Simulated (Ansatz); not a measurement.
Consider the formal hydrolysis of a C–C bond: `CCCCCCC` + H₂O → `CCCO` + `CCCC`.

Program: Ansatz. Geometries: PBE0-D4/def2-TZVP. ΔE: electronic, gas phase. CCSD(T)/CBS is the MP2 limit (def2-TZVPP, def2-QZVPP) plus CCSD(T) − MP2 in def2-TZVPP, frozen cores. This one scheme is used for every species. DFT in def2-TZVPP. HSE06 is defined as in plane-wave codes. One conformer a species, not always the lowest.

`CCCCCCC`:

Cartesian coordinates in Å:
```
C 0.204 -3.165 0.934
C 0.847 -2.594 -0.321
C 0.185 -1.322 -0.835
C 0.296 -0.131 0.104
C -0.312 1.138 -0.468
C -0.203 2.336 0.461
C -0.813 3.598 -0.122
H 0.287 -2.480 1.780
H 0.677 -4.105 1.227
H -0.859 -3.364 0.773
H 1.908 -2.395 -0.131
H 0.818 -3.351 -1.112
H 0.631 -1.052 -1.799
H -0.875 -1.523 -1.038
H -0.190 -0.359 1.059
H 1.354 0.046 0.338
H -1.368 0.960 -0.706
H 0.175 1.376 -1.423
H 0.852 2.512 0.699
H -0.691 2.097 1.414
H -1.876 3.458 -0.338
H -0.323 3.876 -1.059
H -0.722 4.444 0.563
```

H₂O:

Z-matrix (Å, degrees):
```
O
H 1 0.960
H 1 0.960 2 105.1
```

`CCCO`:

Z-matrix (Å, degrees):
```
C
C 1 1.519
H 1 1.094 2 111.3
H 1 1.092 2 111.4 3 120.2
H 1 1.093 2 111.1 3 -119.8
C 2 1.516 1 112.3 3 59.4
H 2 1.097 1 109.7 3 -61.9
H 2 1.094 1 110.5 3 -179.1
O 6 1.412 2 113.3 1 177.5
H 6 1.101 2 109.8 1 -57.8
H 6 1.094 2 109.9 1 59.5
H 9 0.961 6 108.2 2 59.3
```

`CCCC`:

Cartesian coordinates in Å:
```
C 1.685 -0.188 0.956
C 0.329 0.377 0.573
C -0.328 -0.376 -0.573
C -1.686 0.187 -0.956
H 2.380 -0.152 0.112
H 2.136 0.370 1.780
H 1.603 -1.233 1.269
H 0.433 1.432 0.296
H -0.338 0.359 1.443
H -0.431 -1.432 -0.297
H 0.338 -0.356 -1.444
H -1.605 1.233 -1.266
H -2.380 0.148 -0.111
H -2.136 -0.370 -1.781
```

```tsv
level	ΔE (kcal/mol)	difference from CCSD(T)/CBS
PBE-D4	8.9	-2.6
r2SCAN-D4	8.8	-2.7
B97M-V	8.8	-2.7
PBE0-D4	9.6	-1.9
r2SCAN0-D4	9.5	-2.0
BHLYP-D4	8.6	-2.9
B2PLYP	8.2	-3.3
BLYP	5.1	-6.4
r2SCANh	8.4	-3.1
HSE06	8.2	-3.3
RPA@PBE/def2-TZVPP	9.5	-2.0
HF/def2-TZVPP	5.6	-5.9
SCS-MP2/def2-TZVPP	10.3	-1.2
CCSD(T)/def2-TZVPP	10.5	-1.0
HF/def2-QZVPP	5.8	-5.7
MP2/def2-QZVPP	12.7	1.2
CCSD(T)/CBS	11.5	0
```

Largest T1 diagnostic among the species: 0.009.

The D4 term adds +2.3 kcal/mol with B3LYP and +1.4 kcal/mol with PBE0; it sums over pairs of atoms, weighted by their polarisabilities, and B3LYP, whose exchange is more repulsive, gets the larger term. In def2-TZVPP, CCSD(T) changes the Hartree–Fock value by +4.9 kcal/mol (the triples alone add +0.5 kcal/mol) and MP2 by +6.5 kcal/mol.

B3LYP here is the variant with VWN-RPA as its local correlation; programs differ in this.
